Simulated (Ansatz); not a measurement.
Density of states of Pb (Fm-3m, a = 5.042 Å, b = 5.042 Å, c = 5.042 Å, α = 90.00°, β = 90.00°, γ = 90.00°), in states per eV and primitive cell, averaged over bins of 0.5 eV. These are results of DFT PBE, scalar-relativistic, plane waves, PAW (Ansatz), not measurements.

Plane waves to 420 eV, a k mesh through Γ of 14×14×14 on the computed 1-atom cell and Gaussian smearing (0.10 eV); no spin polarisation.

The cell is relaxed at this level. The states (both spins) are summed by tetrahedra on a 21×21×21 mesh at the self-consistent density. Energies are bin centres; the table starts no lower than −8 eV and ends at 6 eV, or lower where the solved bands end.

It is a metal at this level.

```csv
E − E_F (eV),total,Pb 6p,Pb 6s
-7.80,0.74,0.10,0.63
-7.30,0.70,0.06,0.64
-6.80,0.51,0.02,0.49
-6.30,0.00,0.00,0.00
-5.80,0.00,0.00,0.00
-5.30,0.00,0.00,0.00
-4.80,0.00,0.00,0.00
-4.30,0.00,0.00,0.00
-3.80,0.08,0.08,0.00
-3.30,0.24,0.23,0.01
-2.80,0.47,0.44,0.03
-2.30,0.86,0.78,0.06
-1.80,0.79,0.69,0.09
-1.30,0.42,0.33,0.07
-0.80,0.52,0.44,0.07
-0.30,0.53,0.46,0.06
0.20,0.53,0.46,0.05
0.70,0.59,0.52,0.05
1.20,0.65,0.58,0.04
1.70,0.73,0.66,0.04
2.20,0.84,0.76,0.03
2.70,0.79,0.71,0.02
3.20,0.73,0.66,0.02
3.70,0.68,0.62,0.01
4.20,0.64,0.58,0.01
4.70,0.60,0.54,0.01
5.20,0.53,0.48,0.01
5.70,0.42,0.31,0.00
```

The columns after the total are the Löwdin projections on the occupied valence shells of the potentials. The rest of the total lies in shells that are empty in the free atom, which aren't projected, and between the atoms.

Spin-orbit coupling is left out, which matters for the bands of heavy elements.

Cost: 1 run of about 0.41 core-minutes, on Intel Xeon Processor @ 2.50GHz (Skylake/Cascade Lake) (shared hosts).